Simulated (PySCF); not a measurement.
Point-charge models of `Cl/C=C1C=C/1Cl` against its computed dipole.

Coordinates (GFN2-xTB, Å) and charges (e) from the PBE0/pcSseg-1 density (PySCF):

| atom | x | y | z | Mulliken | IAO | Hirshfeld | ESP-fitted |
| --- | --- | --- | --- | --- | --- | --- | --- |
| Cl1 | 2.330 | 1.383 | 0.266 | -0.1181 | -0.0569 | -0.0789 | -0.0706 |
| C2 | 1.444 | -0.115 | 0.236 | -0.2287 | -0.2835 | -0.0997 | -0.4944 |
| C3 | 0.141 | -0.137 | 0.354 | +0.1806 | +0.0213 | -0.0257 | +0.2570 |
| C4 | -1.149 | -0.820 | 0.421 | +0.0058 | -0.1281 | -0.0144 | -0.2499 |
| C5 | -1.150 | 0.503 | 0.518 | -0.0192 | -0.0158 | +0.0274 | +0.0299 |
| Cl6 | -1.995 | 1.926 | 0.696 | -0.0529 | +0.0980 | +0.0501 | +0.0376 |
| H7 | 2.061 | -0.987 | 0.116 | +0.1381 | +0.1725 | +0.0479 | +0.2531 |
| H8 | -1.672 | -1.744 | 0.403 | +0.0944 | +0.1924 | +0.0934 | +0.2374 |

**Question.** What dipole does each set of charges give (1 e·Å = 4.803 D), and what does the density give?

**Answer.** The full density gives (-2.60, -2.05, 0.09) D, 3.31 D in size; dipole vectors point from the negative to the positive end.

```json
{"scheme": "Mulliken", "μx": "-1.60", "μy": "-2.78", "μz": "-0.06", "size (D)": "3.21", "share of the full size (%)": "97", "angle to the full dipole (°)": "22"}
{"scheme": "IAO", "μx": "-2.57", "μy": "-1.29", "μz": "0.14", "size (D)": "2.88", "share of the full size (%)": "87", "angle to the full dipole (°)": "12"}
{"scheme": "Hirshfeld", "μx": "-2.42", "μy": "-0.88", "μz": "0.16", "size (D)": "2.58", "share of the full size (%)": "78", "angle to the full dipole (°)": "18"}
{"scheme": "ESP-fitted", "μx": "-2.59", "μy": "-2.15", "μz": "0.08", "size (D)": "3.37", "share of the full size (%)": "102", "angle to the full dipole (°)": "1"}
```

**Question.** Which set comes closest?

**Answer.** Length of the difference vector: ESP-fitted 0.10 D, IAO 0.76 D, Hirshfeld 1.19 D, Mulliken 1.25 D. Closest: ESP-fitted. 

**Question.** What is left for the Hirshfeld atoms' own dipoles?

**Answer.** The shares of the density sum to the whole, so what Σ q r misses lies in dipoles about the nuclei. The atomic dipoles sum to (-2.60, -2.05, 0.09) − (-2.42, -0.88, 0.16) = (-0.18, -1.17, -0.07) D, 1.19 D in size.

**Question.** With the origin at the mean of the coordinates, (0.001, 0.001, 0.376) Å, which are the largest single terms, by size, of the Hirshfeld dipole along the direction of the full one?

**Answer.** H8 +1.07, Cl1 +1.02, C2 +0.51, H7 -0.23, C4 -0.10 D; all 8 atoms together +2.45 D. The single terms depend on the origin, their sum doesn't.

**Question.** Give the size of the full dipole in other units.

**Answer.** 3.31 D = 1.302 au = 0.689 e·Å = 11.04 × 10⁻³⁰ C·m.

Geometry: GFN2-xTB; no solvent, vibrations or thermal averaging.
